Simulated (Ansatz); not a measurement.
Species: C3H5, charge 0, multiplicity 2. It need not be the lowest isomer of its formula. 
Geometry from a B3LYP-D3(BJ)/def2-TZVP (Ansatz, an electronic-structure program) optimisation:
```xyz
8

C      1.3359     0.1766     0.0081
C      0.0582     0.4385    -0.0081
H      2.2670     0.7199     0.0055
H     -0.2541     1.4885    -0.0315
C     -1.0550    -0.5714     0.0021
H     -0.6648    -1.5877     0.0255
H     -1.6988    -0.4243     0.8731
H     -1.6836    -0.4589    -0.8851
```
Charge 0, spin multiplicity 2.

Computed values are from Ansatz. Cores are frozen in the correlated levels unless marked. Open shells are spin-unrestricted. No spin-orbit coupling. Non-relativistic. Basis-set limits of correlation are two-point, X^-3; Hartree-Fock from the larger set. [CCSD(T)-MP2]/basis is that difference in the basis named.

```
Property                                                                            Result
---------------------  -------------------------------------------------------------------
atomisation energy De  740.3 kcal/mol at RI-MP2/CBS(cc-pVTZ,cc-pVQZ)+[CCSD(T)-MP2]/cc-pVTZ
total energy             -117.0536 Eh at RI-MP2/CBS(cc-pVTZ,cc-pVQZ)+[CCSD(T)-MP2]/cc-pVTZ
dipole moment                                                0.72 D at CCSD(T)/aug-cc-pVDZ
T1 diagnostic                                                        0.033 at CCSD/cc-pVTZ
```

The UHF reference is spin-contaminated (<S^2> 0.18 over the pure value in the largest basis).
